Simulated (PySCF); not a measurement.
Molecule: 2,2,2-Trifluoroethylamine, C2H4F3N.

Geometry (Å), atoms numbered from 1 in this order:
```xyz
10

N    -1.3556   -0.0559   -0.3345
C    -0.0979    0.5588   -0.0061
C     0.9140   -0.4880    0.3984
F     1.0673   -1.4019   -0.5717
F     2.1082    0.0764    0.6112
F     0.5685   -1.1354    1.5068
H    -2.0818    0.6431   -0.4556
H    -1.2855   -0.5785   -1.2043
H     0.3843    1.1578   -0.8064
H    -0.2215    1.2236    0.8622
```

Spin–spin couplings on one PBE0-D3(BJ)/def2-SVP geometry, PySCF 2.14.0 with density-fitted response routines, gas phase, non-relativistic, equivalent pairs averaged (spin–dipole term only in couplings to heteroatoms); isotopes 13C, 19F, 1H, 15N; basis pcJ-1.

Question: How do the couplings (Hz) change with the functional? Times are CPU seconds on shared hosts with different chips, so compare them loosely.

Answer: 
```
functional  functions  1J(C3,F4)  1J(C2,H9)  1J(C2,C3)  1J(N1,H7)  1J(N1,C2)  2J(F4,F5)  2J(C2,F4)  core-s
        HF        202     -196.5      170.0       99.9      -85.3      -17.9      258.9       39.1      17
       LDA        202     -362.0      104.8       50.5      -57.2       -1.3      -19.6       30.8      12
       PBE        202     -374.9      126.1       62.8      -63.3       -3.2        4.4       34.6      20
       KT2        202     -383.4      132.5       52.9      -66.3        0.5      -38.2       27.5      21
     B3LYP        202     -342.8      139.0       69.5      -69.3       -5.8       61.2       35.4      24
      PBE0        202     -334.8      131.2       67.5      -66.4       -5.7       71.2       34.7      28
     B97-2        202     -332.6      125.1       66.4      -64.3       -5.7       50.3       33.4      27
 BHandHLYP        202     -291.2      150.4       78.5      -75.2       -9.7      138.2       36.9      27
 CAM-B3LYP        202     -326.5      136.8       68.9      -69.7       -6.8       72.9       35.6      37
```
